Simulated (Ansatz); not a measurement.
## As (grey arsenic (A7)): energy against volume

Theory: Ansatz, DFT, r2SCAN, plane waves (500 eV) with PAW, scalar-relativistic. The PAW files were generated under PBE, with cores re-solved for the functional.

The cell is scaled uniformly from the relaxed one, with fractional coordinates and shape fixed. Energies are extrapolated to zero smearing, pressures are those at the given smearing. Because the bonds are stretched with the cell, B₀ of this curve lies above the true bulk modulus of such a structure. Magnetic state: spin not included.

A Birch-Murnaghan fit gives V₀ = 28.21 Å³/atom, B₀ = 55 GPa, B₀′ = 4.3.

Q: What are the energy above the minimum and the pressure at 27.081 Å³/atom?

A: 8.4 meV/atom and 2.45 GPa as computed.

Q: What are the energy above the minimum and the pressure at 29.337 Å³/atom?

A: 7.2 meV/atom and -1.98 GPa as computed.

Q: What are the energy above the minimum and the pressure at 30.466 Å³/atom?

A: 27.0 meV/atom and -3.59 GPa as computed.

This functional, with no dispersion term, lets the cell expand far past the measured one.
